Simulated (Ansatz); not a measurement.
Relaxation of CH₉PSi (12 atoms, charge 0, multiplicity 1), to a largest force component of 0.03 eV/Å in at most 50 steps.

All numbers below come from RKS B3LYP/6-31G* in Ansatz.

```xyz
12
Properties=species:S:1:pos:R:3:forces:R:3
Si -0.038 0.133 0.020 -0.37 0.72 -0.63
H -0.191 0.084 1.480 -0.21 0.19 0.27
H 1.404 0.242 -0.300 0.06 0.05 0.00
C -0.962 1.638 -0.679 0.04 -0.08 0.04
H -2.044 1.456 -0.692 0.05 0.06 -0.02
H -0.775 2.519 -0.051 -0.02 -0.03 -0.09
H -0.638 1.872 -1.703 -0.07 -0.03 0.11
H -0.569 -1.127 -0.553 -0.04 0.00 -0.05
P 1.620 -2.554 1.303 0.40 -0.64 0.22
H 0.492 -3.091 0.621 0.05 0.02 0.01
H 2.186 -1.968 0.134 -0.09 -0.04 0.10
H 0.936 -1.385 1.717 0.18 -0.21 0.04
```

**Question.** Where does it end, and by what steps?

**Answer.** It converged. The force dipped under the threshold on the way, but the program's further checks kept it going. After 10 steps the energy has fallen by 0.351 eV; H12 moved furthest, 1.10 Å.

| step | energy less start (eV) | largest force component (eV/Å) | accepted |
| --- | --- | --- | --- |
| 0 | 0.0000 | 0.720 | yes |
| 1 | -0.2016 | 0.200 | yes |
| 2 | -0.2607 | 0.241 | yes |
| 3 | -0.3190 | 0.188 | yes |
| 4 | -0.3404 | 0.182 | yes |
| 5 | -0.3460 | 0.142 | yes |
| 6 | -0.3492 | 0.014 | yes |
| 7 | -0.3506 | 0.042 | yes |
| 8 | -0.3510 | 0.017 | yes |
| 9 | -0.3513 | 0.015 | yes |
| 10 | -0.3514 | 0.014 | yes |

```xyz
12
Properties=species:S:1:pos:R:3
Si -0.265 0.510 -0.150
H -0.504 0.365 1.313
H 1.203 0.640 -0.365
C -1.181 2.012 -0.835
H -2.260 1.922 -0.669
H -0.842 2.933 -0.349
H -1.013 2.117 -1.912
H -0.721 -0.741 -0.817
P 2.061 -3.373 1.568
H 0.881 -3.716 0.847
H 2.602 -2.616 0.489
H 1.460 -2.234 2.177
```

Time of the run: 40 s on 1 thread of Arm Neoverse V1, with other jobs on the host, peak memory 0.14 GiB.
